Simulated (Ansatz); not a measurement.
MgO₂H₂. The state is a triplet with charge 0. Geometry B3LYP-D4/def2-TZVP, that of the neutral singlet.

```xyz
5

Mg    0.011   -0.005   -0.012
O    -0.353    1.665   -0.470
O     0.374   -1.683    0.424
H    -0.170    2.576   -0.667
H     0.137   -2.553    0.725
```

At PBE-D4/def2-TZVP, r2SCAN-D4/def2-TZVP the gap within one spin of the charge 0 triplet nearly closes, so an electron or hole may be smeared out by delocalisation error. At PBE0-D4/def2-TZVP a singlet of charge 0 lies 5.09 eV below the triplet at the same geometry. The structure comes from a short search, and lower isomers may exist.

(1) Estimate the α-spin orbital energies around the gap (eV) in Ansatz with PBE-D4/def2-TZVP, r2SCAN-D4/def2-TZVP, PBE0-D4/def2-TZVP.

Answers

(1) 
```
orbital  PBE-D4/def2-TZVP  r2SCAN-D4/def2-TZVP  PBE0-D4/def2-TZVP
 HOMO−5            -12.55               -13.07             -14.53
 HOMO−4             -9.14                -9.74             -11.22
 HOMO−3             -9.08                -9.66             -11.13
 HOMO−2             -8.27                -8.74             -10.24
 HOMO−1             -8.24                -8.69             -10.16
   HOMO             -2.80                -2.85              -3.34
   LUMO             -0.72                -0.70              -0.15
 LUMO+1             -0.63                -0.62              -0.06
 LUMO+2              0.07                 0.69               0.83
 LUMO+3              0.91                 1.62               1.78
 LUMO+4              2.20                 2.51               2.87
 LUMO+5              2.20                 2.51               2.88
 β HOMO             -7.63                -7.51              -7.90
 β LUMO             -7.55                -7.44              -6.78
```
